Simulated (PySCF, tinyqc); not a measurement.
Inside a calculation (part 1 of 2). Method: RHF in the sto-3g basis, for H2O, spin multiplicity 1. The lowest restricted solution is unstable here: a spin-polarised one lies 0.0013 hartree lower (PySCF). Computed by tinyqc, a small Python program that keeps every step (integrals from PySCF). Settings: charge = 0, multiplicity = 1, basis = sto-3g, energy threshold = 1e-08, iteration cap = 80, orthogonalisation = symmetric, start = core, DIIS depth = 8, method = RHF. Command: `OMP_NUM_THREADS=1 python tinyqc.py 29207 29208 out.jsonl` (the two numbers bound the seeds that draw the settings). One thread of a shared host (Intel(R) Xeon(R) Processor @ 2.60GHz), about 0.06 s of CPU time with the checks. Later iterations appear only in the table of the cycle.

## One-electron integrals

Geometry (angstrom):
```
atom         x          y         z
O     0.000000   0.000000  0.000000
H     0.000000   1.063000  0.712000
H     0.000000  -1.063000  0.712000
```

Basis sto-3g: exponents (1/bohr^2) and contraction coefficients of normalised primitives:
```
element  l (shell)    exponent  coefficient
O            s (1)  130.709320     0.154329
O            s (1)   23.808861     0.535328
O            s (1)    6.443608     0.444635
O            s (2)    5.033151    -0.099967
O            s (2)    1.169596     0.399513
O            s (2)    0.380389     0.700115
O            p (3)    5.033151     0.155916
O            p (3)    1.169596     0.607684
O            p (3)    0.380389     0.391957
H            s (1)    3.425251     0.154329
H            s (1)    0.623914     0.535328
H            s (1)    0.168855     0.444635
```

Overlap, kinetic and nuclear-attraction integrals over the contracted functions; the nuclear repulsion is the sum of Za Zb / Rab.

nuclear repulsion = 6.86662635 hartree

overlap S:
```
           1O 1s     1O 2s    1O 2px     1O 2py    1O 2pz     2H 1s      3H 1s
1O 1s   1.000000  0.236704  0.000000   0.000000  0.000000  0.025215   0.025215
1O 2s   0.236704  1.000000  0.000000   0.000000  0.000000  0.290745   0.290745
1O 2px  0.000000  0.000000  1.000000   0.000000  0.000000  0.000000   0.000000
1O 2py  0.000000  0.000000  0.000000   1.000000  0.000000  0.226396  -0.226396
1O 2pz  0.000000  0.000000  0.000000   0.000000  1.000000  0.151641   0.151641
2H 1s   0.025215  0.290745  0.000000   0.226396  0.151641  1.000000   0.096598
3H 1s   0.025215  0.290745  0.000000  -0.226396  0.151641  0.096598   1.000000
```

kinetic energy T (hartree):
```
            1O 1s      1O 2s    1O 2px     1O 2py    1O 2pz      2H 1s      3H 1s
1O 1s   29.003200  -0.168011  0.000000   0.000000  0.000000  -0.008007  -0.008007
1O 2s   -0.168011   0.808128  0.000000   0.000000  0.000000   0.023216   0.023216
1O 2px   0.000000   0.000000  2.528731   0.000000  0.000000   0.000000   0.000000
1O 2py   0.000000   0.000000  0.000000   2.528731  0.000000   0.082312  -0.082312
1O 2pz   0.000000   0.000000  0.000000   0.000000  2.528731   0.055133   0.055133
2H 1s   -0.008007   0.023216  0.000000   0.082312  0.055133   0.760032  -0.011161
3H 1s   -0.008007   0.023216  0.000000  -0.082312  0.055133  -0.011161   0.760032
```

nuclear attraction V (hartree):
```
             1O 1s      1O 2s     1O 2px     1O 2py     1O 2pz      2H 1s      3H 1s
1O 1s   -61.445670  -7.378884   0.000000   0.000000  -0.009671  -0.803150  -0.803150
1O 2s    -7.378884  -9.877966   0.000000   0.000000  -0.120757  -2.103314  -2.103314
1O 2px    0.000000   0.000000  -9.764704   0.000000   0.000000   0.000000   0.000000
1O 2py    0.000000   0.000000   0.000000  -9.848327   0.000000  -1.423682   1.423682
1O 2pz   -0.009671  -0.120757   0.000000   0.000000  -9.802220  -0.977059  -0.977059
2H 1s    -0.803150  -2.103314   0.000000  -1.423682  -0.977059  -4.750791  -0.523945
3H 1s    -0.803150  -2.103314   0.000000   1.423682  -0.977059  -0.523945  -4.750791
```

core Hamiltonian H = T + V (hartree):
```
             1O 1s      1O 2s     1O 2px     1O 2py     1O 2pz      2H 1s      3H 1s
1O 1s   -32.442470  -7.546895   0.000000   0.000000  -0.009671  -0.811157  -0.811157
1O 2s    -7.546895  -9.069838   0.000000   0.000000  -0.120757  -2.080097  -2.080097
1O 2px    0.000000   0.000000  -7.235972   0.000000   0.000000   0.000000   0.000000
1O 2py    0.000000   0.000000   0.000000  -7.319596   0.000000  -1.341370   1.341370
1O 2pz   -0.009671  -0.120757   0.000000   0.000000  -7.273489  -0.921926  -0.921926
2H 1s    -0.811157  -2.080097   0.000000  -1.341370  -0.921926  -3.990759  -0.535106
3H 1s    -0.811157  -2.080097   0.000000   1.341370  -0.921926  -0.535106  -3.990759
```

## Two-electron integrals

Functions are numbered as in S; the eight-fold symmetry (ij|kl) = (ji|kl) = (kl|ij) leaves the list below.

Two-electron integrals (ij|kl) in chemists' order, unique and non-zero (hartree):
```
(11|11) 4.785065    (21|11) 0.741380    (21|21) 0.136873    (22|11) 1.118947
(22|21) 0.256633    (22|22) 0.817206    (31|31) 0.024477    (32|31) 0.037809
(32|32) 0.180518    (33|11) 1.115814    (33|21) 0.256684    (33|22) 0.817023
(33|33) 0.880159    (41|41) 0.024477    (42|41) 0.037809    (42|42) 0.180518
(43|43) 0.047444    (44|11) 1.115814    (44|21) 0.256684    (44|22) 0.817023
(44|33) 0.785270    (44|44) 0.880159    (51|51) 0.024477    (52|51) 0.037809
(52|52) 0.180518    (53|53) 0.047444    (54|54) 0.047444    (55|11) 1.115814
(55|21) 0.256684    (55|22) 0.817023    (55|33) 0.785270    (55|44) 0.785270
(55|55) 0.880159    (61|11) 0.079798    (61|21) 0.014626    (61|22) 0.027312
(61|33) 0.027261    (61|41) 0.000536    (61|42) 0.001017    (61|44) 0.027370
(61|51) 0.000359    (61|52) 0.000681    (61|54) 0.000073    (61|55) 0.027310
(61|61) 0.001582    (62|11) 0.224209    (62|21) 0.052201    (62|22) 0.187924
(62|33) 0.184553    (62|41) 0.003228    (62|42) 0.026329    (62|44) 0.191402
(62|51) 0.002162    (62|52) 0.017635    (62|54) 0.004587    (62|55) 0.187626
(62|61) 0.005697    (62|62) 0.056884    (63|31) 0.005080    (63|32) 0.030938
(63|43) 0.005246    (63|53) 0.003514    (63|63) 0.007504    (64|11) 0.145044
(64|21) 0.034169    (64|22) 0.131408    (64|33) 0.125695    (64|41) 0.006901
(64|42) 0.048008    (64|44) 0.140670    (64|51) 0.001220    (64|52) 0.011433
(64|54) 0.006517    (64|55) 0.127707    (64|61) 0.003865    (64|62) 0.048435
(64|64) 0.048312    (65|11) 0.097151    (65|21) 0.022886    (65|22) 0.088018
(65|33) 0.084191    (65|41) 0.001220    (65|42) 0.011433    (65|44) 0.087194
(65|51) 0.005897    (65|52) 0.038597    (65|54) 0.007257    (65|55) 0.092565
(65|61) 0.002589    (65|62) 0.032442    (65|64) 0.027333    (65|65) 0.025812
(66|11) 0.409255    (66|21) 0.096774    (66|22) 0.401708    (66|33) 0.387265
(66|41) 0.006715    (66|42) 0.077850    (66|44) 0.416873    (66|51) 0.004498
(66|52) 0.052144    (66|54) 0.019831    (66|55) 0.400548    (66|61) 0.010609
(66|62) 0.164130    (66|64) 0.159837    (66|65) 0.107059    (66|66) 0.774606
(71|11) 0.079798    (71|21) 0.014626    (71|22) 0.027312    (71|33) 0.027261
(71|41) -0.000536   (71|42) -0.001017   (71|44) 0.027370    (71|51) 0.000359
(71|52) 0.000681    (71|54) -0.000073   (71|55) 0.027310    (71|61) 0.001557
(71|62) 0.005506    (71|64) 0.003470    (71|65) 0.002506    (71|66) 0.010196
(71|71) 0.001582    (72|11) 0.224209    (72|21) 0.052201    (72|22) 0.187924
(72|33) 0.184553    (72|41) -0.003228   (72|42) -0.026329   (72|44) 0.191402
(72|51) 0.002162    (72|52) 0.017635    (72|54) -0.004587   (72|55) 0.187626
(72|61) 0.005506    (72|62) 0.043270    (72|64) 0.026038    (72|65) 0.023896
(72|66) 0.097827    (72|71) 0.005697    (72|72) 0.056884    (73|31) 0.005080
(73|32) 0.030938    (73|43) -0.005246   (73|53) 0.003514    (73|63) 0.005439
(73|73) 0.007504    (74|11) -0.145044   (74|21) -0.034169   (74|22) -0.131408
(74|33) -0.125695   (74|41) 0.006901    (74|42) 0.048008    (74|44) -0.140670
(74|51) -0.001220   (74|52) -0.011433   (74|54) 0.006517    (74|55) -0.127707
(74|61) -0.003470   (74|62) -0.026038   (74|64) -0.010710   (74|65) -0.014155
(74|66) -0.055976   (74|71) -0.003865   (74|72) -0.048435   (74|74) 0.048312
(75|11) 0.097151    (75|21) 0.022886    (75|22) 0.088018    (75|33) 0.084191
(75|41) -0.001220   (75|42) -0.011433   (75|44) 0.087194    (75|51) 0.005897
(75|52) 0.038597    (75|54) -0.007257   (75|55) 0.092565    (75|61) 0.002506
(75|62) 0.023896    (75|64) 0.014155    (75|65) 0.018441    (75|66) 0.058394
(75|71) 0.002589    (75|72) 0.032442    (75|74) -0.027333   (75|75) 0.025812
(76|11) 0.052644    (76|21) 0.012371    (76|22) 0.048455    (76|33) 0.047389
(76|44) 0.048422    (76|51) 0.000804    (76|52) 0.007888    (76|55) 0.049501
(76|61) 0.001333    (76|62) 0.014393    (76|64) 0.010789    (76|65) 0.009282
(76|66) 0.043795    (76|71) 0.001333    (76|72) 0.014393    (76|74) -0.010789
(76|75) 0.009282    (76|76) 0.004719    (77|11) 0.409255    (77|21) 0.096774
(77|22) 0.401708    (77|33) 0.387265    (77|41) -0.006715   (77|42) -0.077850
(77|44) 0.416873    (77|51) 0.004498    (77|52) 0.052144    (77|54) -0.019831
(77|55) 0.400548    (77|61) 0.010196    (77|62) 0.097827    (77|64) 0.055976
(77|65) 0.058394    (77|66) 0.248385    (77|71) 0.010609    (77|72) 0.164130
(77|74) -0.159837   (77|75) 0.107059    (77|76) 0.043795    (77|77) 0.774606
```

## Orthogonalisation

S = U s U^T; symmetric (Loewdin) form X = U s^(-1/2) U^T, so that X^T S X = 1.

eigenvalues of S: 0.539144  0.627906  0.895671  1.000000  1.094467  1.275496  1.567316

X:
```
            1O 1s      1O 2s    1O 2px     1O 2py     1O 2pz      2H 1s      3H 1s
1O 1s    1.023014  -0.131057  0.000000   0.000000  -0.004238   0.015274   0.015274
1O 2s   -0.131057   1.094402  0.000000   0.000000   0.036866  -0.158952  -0.158952
1O 2px   0.000000   0.000000  1.000000   0.000000   0.000000   0.000000   0.000000
1O 2py   0.000000   0.000000  0.000000   1.045629   0.000000  -0.131637   0.131637
1O 2pz  -0.004238   0.036866  0.000000   0.000000   1.018750  -0.081178  -0.081178
2H 1s    0.015274  -0.158952  0.000000  -0.131637  -0.081178   1.069406  -0.032389
3H 1s    0.015274  -0.158952  0.000000   0.131637  -0.081178  -0.032389   1.069406
```

## Starting guess

The start is the orbitals of the core Hamiltonian; D = 2 C_occ C_occ^T.

D at the start:
```
            1O 1s      1O 2s    1O 2px     1O 2py     1O 2pz      2H 1s      3H 1s
1O 1s    2.125596  -0.540711  0.000000   0.000000  -0.021394   0.049054   0.049054
1O 2s   -0.540711   2.325267  0.000000   0.000000   0.118279  -0.205961  -0.205961
1O 2px   0.000000   0.000000  2.000000   0.000000   0.000000   0.000000   0.000000
1O 2py   0.000000   0.000000  0.000000   2.159957   0.000000  -0.222267   0.222267
1O 2pz  -0.021394   0.118279  0.000000   0.000000   2.065715  -0.136941  -0.136941
2H 1s    0.049054  -0.205961  0.000000  -0.222267  -0.136941   0.048881   0.003137
3H 1s    0.049054  -0.205961  0.000000   0.222267  -0.136941   0.003137   0.048881
```

## Iteration 1: building the Fock matrix

J_ij = sum D_kl (ij|kl), K_ij = sum D_kl (ik|jl); F = H + J - 0.5 K; E = tr D H + tr D J / 2 - 0.25 tr D K + E_nn.

Coulomb J (hartree):
```
            1O 1s     1O 2s    1O 2px     1O 2py    1O 2pz     2H 1s      3H 1s
1O 1s   18.607026  3.549116  0.000000   0.000000  0.002316  0.379572   0.379572
1O 2s    3.549116  8.812709  0.000000   0.000000  0.000531  1.955490   1.955490
1O 2px   0.000000  0.000000  8.806189   0.000000  0.000000  0.000000   0.000000
1O 2py   0.000000  0.000000  0.000000   8.803688  0.000000  1.341662  -1.341662
1O 2pz   0.002316  0.000531  0.000000   0.000000  8.804839  0.898103   0.898103
2H 1s    0.379572  1.955490  0.000000   1.341662  0.898103  4.017017   0.492686
3H 1s    0.379572  1.955490  0.000000  -1.341662  0.898103  0.492686   4.017017
```

exchange K (hartree):
```
           1O 1s     1O 2s    1O 2px     1O 2py    1O 2pz     2H 1s      3H 1s
1O 1s   9.843126  1.717568  0.000000   0.000000  0.000896  0.195623   0.195623
1O 2s   1.717568  2.865667  0.000000   0.000000  0.004866  0.545784   0.545784
1O 2px  0.000000  0.000000  2.361386   0.000000  0.000000  0.000000   0.000000
1O 2py  0.000000  0.000000  0.000000   2.362720  0.000000  0.278570  -0.278570
1O 2pz  0.000896  0.004866  0.000000   0.000000  2.361263  0.186011   0.186011
2H 1s   0.195623  0.545784  0.000000   0.278570  0.186011  0.177598   0.090883
3H 1s   0.195623  0.545784  0.000000  -0.278570  0.186011  0.090883   0.177598
```

Fock matrix F (hartree):
```
             1O 1s      1O 2s    1O 2px     1O 2py     1O 2pz      2H 1s      3H 1s
1O 1s   -18.757007  -4.856563  0.000000   0.000000  -0.007803  -0.529397  -0.529397
1O 2s    -4.856563  -1.689962  0.000000   0.000000  -0.122659  -0.397500  -0.397500
1O 2px    0.000000   0.000000  0.389524   0.000000   0.000000   0.000000   0.000000
1O 2py    0.000000   0.000000  0.000000   0.302732   0.000000  -0.138993   0.138993
1O 2pz   -0.007803  -0.122659  0.000000   0.000000   0.350719  -0.116829  -0.116829
2H 1s    -0.529397  -0.397500  0.000000  -0.138993  -0.116829  -0.062541  -0.087862
3H 1s    -0.529397  -0.397500  0.000000   0.138993  -0.116829  -0.087862  -0.062541
```

total energy of this density = -73.32271592 hartree

## Iteration 1: diagonalisation and new density

Diagonalise F' = X^T F X, C = X C', fill 5 alpha and 5 beta electrons from the bottom; D = 2 C_occ C_occ^T. Each column has its largest component positive (the first on a tie).

F' = X^T F X (hartree):
```
            1          2         3          4          5          6          7
1  -18.387040  -2.617870  0.000000   0.000000  -0.013867  -0.036964  -0.036964
2   -2.617870  -0.734845  0.000000   0.000000  -0.057353  -0.219729  -0.219729
3    0.000000   0.000000  0.389524   0.000000   0.000000   0.000000   0.000000
4    0.000000   0.000000  0.000000   0.408392   0.000000  -0.210288   0.210288
5   -0.013867  -0.057353  0.000000   0.000000   0.394427  -0.137907  -0.137907
6   -0.036964  -0.219729  0.000000  -0.210288  -0.137907   0.089679  -0.032188
7   -0.036964  -0.219729  0.000000   0.210288  -0.137907  -0.032188   0.089679
```

orbital energies (hartree): MO1 -18.767616, MO2 -0.534077, MO3 -0.064971, MO4 0.139732, MO5 0.389524, MO6 0.491992, MO7 0.595230

coefficients C:
```
              MO1        MO2        MO3        MO4       MO5        MO6        MO7
1O 1s    0.993639  -0.230918   0.000000  -0.147450  0.000000  -0.042830   0.000000
1O 2s    0.026522   0.844250   0.000000   0.697465  0.000000   0.258580   0.000000
1O 2px   0.000000   0.000000   0.000000   0.000000  1.000000   0.000000   0.000000
1O 2py   0.000000   0.000000   0.398618   0.000000  0.000000   0.000000   0.984429
1O 2pz   0.001737   0.131768   0.000000  -0.362501  0.000000   0.950598   0.000000
2H 1s   -0.004068   0.206952   0.589669  -0.582833  0.000000  -0.432725  -0.525923
3H 1s   -0.004068   0.206952  -0.589669  -0.582833  0.000000  -0.432725   0.525923
```

D after iteration 1:
```
            1O 1s      1O 2s    1O 2px     1O 2py     1O 2pz      2H 1s      3H 1s
1O 1s    2.124766  -0.542880  0.000000   0.000000   0.049498   0.068215   0.068215
1O 2s   -0.542880   2.399838  0.000000   0.000000  -0.283081  -0.463790  -0.463790
1O 2px   0.000000   0.000000  2.000000   0.000000   0.000000   0.000000   0.000000
1O 2py   0.000000   0.000000  0.000000   0.317792   0.000000   0.470105  -0.470105
1O 2pz   0.049498  -0.283081  0.000000   0.000000   0.297546   0.477081   0.477081
2H 1s    0.068215  -0.463790  0.000000   0.470105   0.477081   1.460501   0.069660
3H 1s    0.068215  -0.463790  0.000000  -0.470105   0.477081   0.069660   1.460501
```

## Iteration 2: building the Fock matrix

As before.

Coulomb J (hartree):
```
            1O 1s     1O 2s    1O 2px     1O 2py    1O 2pz     2H 1s      3H 1s
1O 1s   16.232446  3.013319  0.000000   0.000000  0.003900  0.322580   0.322580
1O 2s    3.013319  7.450844  0.000000   0.000000  0.117575  1.763687   1.763687
1O 2px   0.000000  0.000000  7.496283   0.000000  0.000000  0.000000   0.000000
1O 2py   0.000000  0.000000  0.000000   7.444504  0.000000  1.257884  -1.257884
1O 2pz   0.003900  0.117575  0.000000   0.000000  7.387911  0.867774   0.867774
2H 1s    0.322580  1.763687  0.000000   1.257884  0.867774  4.346458   0.475461
3H 1s    0.322580  1.763687  0.000000  -1.257884  0.867774  0.475461   4.346458
```

exchange K (hartree):
```
           1O 1s      1O 2s    1O 2px     1O 2py     1O 2pz     2H 1s      3H 1s
1O 1s   9.755845   1.591204  0.000000   0.000000   0.005331  0.179465   0.179465
1O 2s   1.591204   2.366428  0.000000   0.000000  -0.033385  0.622947   0.622947
1O 2px  0.000000   0.000000  2.216921   0.000000   0.000000  0.000000   0.000000
1O 2py  0.000000   0.000000  0.000000   1.162291   0.000000  0.500137  -0.500137
1O 2pz  0.005331  -0.033385  0.000000   0.000000   1.014291  0.388494   0.388494
2H 1s   0.179465   0.622947  0.000000   0.500137   0.388494  1.385103   0.165973
3H 1s   0.179465   0.622947  0.000000  -0.500137   0.388494  0.165973   1.385103
```

Fock matrix F (hartree):
```
             1O 1s      1O 2s     1O 2px     1O 2py     1O 2pz      2H 1s      3H 1s
1O 1s   -21.087946  -5.329178   0.000000   0.000000  -0.008436  -0.578310  -0.578310
1O 2s    -5.329178  -2.802208   0.000000   0.000000   0.013510  -0.627884  -0.627884
1O 2px    0.000000   0.000000  -0.848150   0.000000   0.000000   0.000000   0.000000
1O 2py    0.000000   0.000000   0.000000  -0.456237   0.000000  -0.333555   0.333555
1O 2pz   -0.008436   0.013510   0.000000   0.000000  -0.392724  -0.248399  -0.248399
2H 1s    -0.578310  -0.627884   0.000000  -0.333555  -0.248399  -0.336852  -0.142631
3H 1s    -0.578310  -0.627884   0.000000   0.333555  -0.248399  -0.142631  -0.336852
```

total energy of this density = -74.42610640 hartree

## Iteration 2: DIIS over 2 matrices

error matrix X^T (FDS - SDF) X:
```
           1          2         3          4          5          6          7
1   0.000000  -0.004440  0.000000   0.000000  -0.006455   0.008718   0.008718
2   0.004440   0.000000  0.000000   0.000000  -0.221326   0.036518   0.036518
3   0.000000   0.000000  0.000000   0.000000   0.000000   0.000000   0.000000
4   0.000000   0.000000  0.000000   0.000000   0.000000  -0.432697   0.432697
5   0.006455   0.221326  0.000000   0.000000   0.000000  -0.381456  -0.381456
6  -0.008718  -0.036518  0.000000   0.432697   0.381456   0.000000   0.000000
7  -0.008718  -0.036518  0.000000  -0.432697   0.381456   0.000000   0.000000
```

B (overlaps of the stored error matrices):
```
                1               2
1   1.6168801e+00  -1.1346528e+00
2  -1.1346528e+00   1.4346722e+00
```

Minimise |sum c_i e_i|^2 with sum c_i = 1: solve [B -1; -1 0][c; lambda] = [0; -1] with B_ij = tr e_i^T e_j, and take F = sum c_i F_i.

DIIS coefficients: 0.482878  0.517122

extrapolated F (hartree):
```
             1O 1s      1O 2s     1O 2px     1O 2py     1O 2pz      2H 1s      3H 1s
1O 1s   -19.962387  -5.100963   0.000000   0.000000  -0.008131  -0.554691  -0.554691
1O 2s    -5.100963  -2.265129   0.000000   0.000000  -0.052243  -0.516636  -0.516636
1O 2px    0.000000   0.000000  -0.250505   0.000000   0.000000   0.000000   0.000000
1O 2py    0.000000   0.000000   0.000000  -0.089748   0.000000  -0.239605   0.239605
1O 2pz   -0.008131  -0.052243   0.000000   0.000000  -0.033732  -0.184867  -0.184867
2H 1s    -0.554691  -0.516636   0.000000  -0.239605  -0.184867  -0.204393  -0.116184
3H 1s    -0.554691  -0.516636   0.000000   0.239605  -0.184867  -0.116184  -0.204393
```
